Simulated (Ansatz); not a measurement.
# CH₂Si+ (doublet): the correlation ladder, cc-pVTZ

An exercise on one series of results from a longer session: the logs are not shown, and one member is left open.

The runs use Ansatz 0.2.0, Gaussian basis; cc-pVTZ, core rule «outside noble gas», up to 6 orbitals frozen.

Plan: UHF; CCSD(T) on ROHF; CCSD(T) on UHF; BCCD(T) on ROHF; CCSDT(Q) on ROHF; CCSDT(Q) on UHF; CASSCF and MRCISD+Q, 9 electrons in 10 orbitals; CASSCF and NEVPT2, 9 electrons in 10 orbitals.

4 further runs of the same task are left out: 4 set aside as unsound or not needed.

### The geometry

The geometry is a PBE0/def2-TZVP stationary point (not a proven minimum) of the parent state, kept for this charge and spin.

4 atoms, charge 1, spin multiplicity 2.

Atoms are counted from 1 here; the program's logs count them from 0.

Bond lengths: Si1–C2 1.637 Å, Si1–H3 1.483 Å, C2–H4 1.078 Å. Angles: C2–Si1–H3 123.0°, Si1–C2–H4 153.9°.

Geometry (Å):

```xyz
4
charge 1, multiplicity 2
Si    0.00000   -0.10106    0.50004
C     0.00000    0.16496   -1.11479
H     0.00000    0.99570    1.49834
H     0.00000   -0.14547   -2.14752
```

The first run:

The input, in.yaml:

```yaml
crystal:
  periodic: [false, false, false]
  atoms:
    - {symbol: Si, position_ang: [0.000000, -0.101057, 0.500037]}
    - {symbol: C, position_ang: [0.000000, 0.164958, -1.114795]}
    - {symbol: H, position_ang: [0.000000, 0.995702, 1.498344]}
    - {symbol: H, position_ang: [0.000000, -0.145469, -2.147521]}
basis:
  gaussian: {orbitals: cc-pVTZ}
total_charge: 1
magnetization: {spin_polarized: true, initial_magnetization: 1}
hamiltonian: {xc: hf}
output: {orbitals: {seedname: orbitals}}
```

Run with:

```sh
$ ansatz run in.yaml --threads 1 --pin off --events-out ev --progress --plain --max-ram 4096MiB --backend cpu
```

Steps of the session up to this table: UHF; CCSD(T) on ROHF; CCSD(T) on UHF; BCCD(T) on ROHF; CCSDT(Q) on ROHF; CCSDT(Q) on UHF; CASSCF and MRCISD+Q, 9 electrons in 10 orbitals; CASSCF and NEVPT2, 9 electrons in 10 orbitals.

One table of the session follows, with a row left open; its other results are not shown here.

```
          method  from RCCSDT(Q) (kJ/mol)
            ROHF                   +721.8
             UHF                   +628.6
            RMP2                   +127.1
            UMP2                   +159.8
           RCCSD                    +43.4
           UCCSD                    +45.3
        RCCSD(T)                     +6.8
        UCCSD(T)                    +14.7
         BCCD(T)                     +7.6
          RCCSDT                     +3.0
          UCCSDT                        ?
       RCCSDT(Q)                        0
       UCCSDT(Q)                     -0.5
  CASSCF valence                   +395.7
  NEVPT2 valence                    +89.2
  MRCISD valence                    +25.9
MRCISD+Q valence                     +4.3
```

Q: Estimate the row for UCCSDT from the others.

The run gave: from RCCSDT(Q) (kJ/mol): +3.2. In the column «from RCCSDT(Q) (kJ/mol)» it lies between RCCSDT (+3.0) and MRCISD+Q valence (+4.3).

Among the levels timed on like hardware and quicker than the yardstick, those that no quicker one beats, quickest first: NEVPT2 valence (12 s, +89.2 kJ/mol); MRCISD+Q valence (14 s, +4.3 kJ/mol); UCCSDT(Q) (38 s, -0.5 kJ/mol).

Limits of these values: The determinant is far from a pure spin state, so its energy mixes those of several spin states (harmless only where they are near-degenerate, as at dissociation). Of the multireference levels listed MRCISD+Q valence comes nearest in total energy (+4.3 kJ/mol), which doesn't show that its space is the better one. Restricted and unrestricted rows rest on different reference determinants; where their highest levels disagree by more than a few hundredths of an eV, they describe different states and don't form one ladder.
